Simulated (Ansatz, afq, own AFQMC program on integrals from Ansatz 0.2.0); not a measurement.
Atomization energy of B2, singlet

```xyz
2

B     0.0000    0.0000    0.0000
B     0.0000    0.0000    1.6406
```

Atoms in their ground-state spins without spin–orbit coupling (mostly on UHF) minus the molecule (RHF), without zero-point energy. The geometry is a stationary point, not shown to be a minimum.

Basis cc-pVDZ. Only valence electrons are correlated. AFQMC by an in-house program on the Cholesky factors that Ansatz 0.2.0 writes for its CCSD(T) run. The CISD trial takes its coefficients from CCSD amplitudes. Released means that phaseless walkers are propagated on without the constraint, phases kept. Error bars are statistical, one sigma. The errors of all members are added in quadrature.

Full CI on the same integrals is exact in this basis and with this determinant's frozen core.

Errors are counted within cc-pVDZ, not against nature.

Cautions: B₂ (singlet): another spin lies lower, restricted determinant unstable towards unrestricted (UHF 2.59 eV lower, ⟨S²⟩ 1.91), the search met a lower determinant of the same kind, perhaps of another symmetry (545 meV lower), and this one is a saddle point, strong correlation (T1 0.039, weight of the determinant 0.77, largest double 0.29), (T) is large, 8 % of the CCSD correlation, the CCSDTQ amplitudes may be one of several solutions (largest double 0.94), the released energies are still falling, so no released level is given (meV from the phaseless value at times in 1/Eh: -29 ± 4 at 0.24, -53 ± 4 at 0.51, -86 ± 3 at 0.99, -107 ± 4 at 1.62, -137 ± 5 at 2.40), the ph-AFQMC/CISD walk drifts between its halves (2.1 errors), the determinant fills πx and πy unequally, so it mixes two states of the linear molecule, and each level undoes that mixture to a different degree, while full CI gives the lower state, CCSDTQ on the UHF determinant differs (602 meV lower), perhaps since the unrestricted series falls towards higher spin, its ph-AFQMC/CISD value lies 282 ± 4 meV above full CI.

Reference (full CI): 190.0 kJ/mol.

```csv
level,atomization energy (kJ/mol),error against FCI (kJ/mol)
HF,-57.6,-247.6
MP2,153.9,-36.1
CCSD,137.5,-52.5
CCSD(T),171.6,-18.4
ph-AFQMC/HF,150.1 ± 2.5,-40.0 ± 2.5
ph-AFQMC/CISD,163.4 ± 0.4,-26.6 ± 0.4
```

Correlation beyond CCSD(T) adds 18.4 kJ/mol. The perturbative (T) step is worth +34.1 kJ/mol. Where a determinant mixes two states, these steps and errors hold in part the undoing of that mixture, and only full CI is sure.
